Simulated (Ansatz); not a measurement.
Ta₃Ru: computed properties

Method: Ansatz 0.2.0, DFT PBEsol, scalar-relativistic, plane waves, PAW.

Cutoff 420 eV; k points 16×16×6 on the computed 4-atom cell (Γ-centred); Gaussian smearing, width 0.10 eV; no spin polarisation.

The structure is relaxed at this level of theory with its symmetry kept. Whether it is the stable form of this composition wasn't checked.

```cif
data_structure
_symmetry_space_group_name_H-M 'Cmmm'
_symmetry_Int_Tables_number 65
_cell_length_a 3.2692
_cell_length_b 4.6361
_cell_length_c 8.7458
_cell_angle_alpha 90.000
_cell_angle_beta 90.000
_cell_angle_gamma 90.000
_cell_volume 132.56
loop_
_atom_site_label
_atom_site_type_symbol
_atom_site_symmetry_multiplicity
_atom_site_Wyckoff_symbol
_atom_site_fract_x
_atom_site_fract_y
_atom_site_fract_z
_atom_site_occupancy
Ta1 Ta 4 l 0.50000 0.00000 0.76355 1
Ta2 Ta 2 d 0.00000 0.00000 0.50000 1
Ru1 Ru 2 a 0.00000 0.00000 0.00000 1
```

| Item | Value |
| --- | --- |
| Space group | Cmmm (No. 65) |
| Volume per atom | 111.8 bohr³ |
| Formation energy from the elements' standard states (uncorrected) | -0.096 eV/atom |
| Kohn–Sham band gap | none (metal) |
| Density of states at the Fermi level | 3.89 states/eV per cell |
| Löwdin character within 0.5 eV of the Fermi level | Ta 5d 58 %, Ru 4d 31 %, unprojected 4 % |
| Bulk modulus | 230 GPa |
| Its pressure derivative | 4.2 |
| Bader charges (e) | Ta (2 in the cell) 0.37, Ta (1 in the cell) 0.04, Ru (1 in the cell) -0.78 |

Spin-orbit coupling is left out, which matters for the bands of heavy elements.